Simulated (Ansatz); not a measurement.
HBAl, quartet: breathe scan

Starting geometry (PBE0/def2-TZVP stationary point for this spin, not checked as a minimum):

```xyz
3

B     0.0000    0.0000    0.2519
Al    0.0000    0.0000   -1.6889
H     0.0000    0.0000    1.4370
```

From there all distances are scaled together; atoms are numbered as listed. Energies are in eV, counted from the starting geometry at the same level. Kohn–Sham curves are unrestricted where that lies lower.

Basis 6-31G; Ansatz 0.2.0. Correlated methods freeze the noble-gas cores.

A value is left out where its run failed or describes another state than the reference as far as symmetry and spin tell, or, spin-broken singlets apart, can't be checked. The reference follows the lowest state, whose symmetry changes from Σ⁻ or Δ to Π between 1.749 and 2.007.

In so small a basis the reference is far from its limit while semilocal and hybrid functionals are nearer theirs (RPA and double hybrids share part of the reference's basis error), so the functionals' errors here hold much of the reference's basis and frozen-core error, which can add to them or hide them. The set has no polarisation functions, which weighs most on the reference.

Full CI is exact within this basis and frozen core; it isn't the basis-set limit.

| scale of all distances | full CI | PBE | r2SCAN | PBE0 | B3LYP | CAM-B3LYP | wB97X-V | wB97M-V | B2PLYP | RPA-PBE |
| --- | --- | --- | --- | --- | --- | --- | --- | --- | --- | --- |
| 0.871 | 1.493 | 1.380 | 1.334 | 1.295 | 1.271 | 1.187 | 1.254 | 1.229 | 1.306 | 1.544 |
| 1.000 | 0.000 | 0.000 | 0.000 | 0.000 | 0.000 | 0.000 | 0.000 | 0.000 | 0.000 | 0.000 |
| 1.130 | 0.357 | 0.433 | 0.507 | 0.549 | 0.529 | 0.630 | 0.621 | 0.600 | 0.520 | 0.290 |
| 1.277 | 1.517 | 1.668 | 1.825 | 1.920 | 1.829 | 2.047 | 2.085 | 2.004 | 1.862 | 1.360 |
| 1.473 | 3.081 | 3.342 | 3.578 | 3.713 | 3.489 | 3.763 | 3.810 | 3.768 | 3.700 | 2.777 |
| 1.749 | 4.325 | 4.881 | 5.148 | 5.170 | 4.840 | 4.911 | 4.907 | 5.038 | 4.858 | 3.890 |
| 2.007 | 4.649 | 5.435 | 5.690 | 5.521 | 5.201 | 5.206 | 5.148 | 5.302 | 5.106 | 4.186 |
| 2.421 | 4.718 | 5.766 | 6.013 | 5.734 | – | 5.367 | 5.261 | 5.448 | 5.225 | 4.205 |

wB97M-V at 2.421 lies 0.730 eV (15 %) above the reference in this basis. PBE at 2.421 lies 1.048 eV (22 %) above the reference in this basis. wB97X-V at 2.421 lies 0.543 eV (12 %) above the reference in this basis. r2SCAN at 2.421 lies 1.295 eV (27 %) above the reference in this basis.
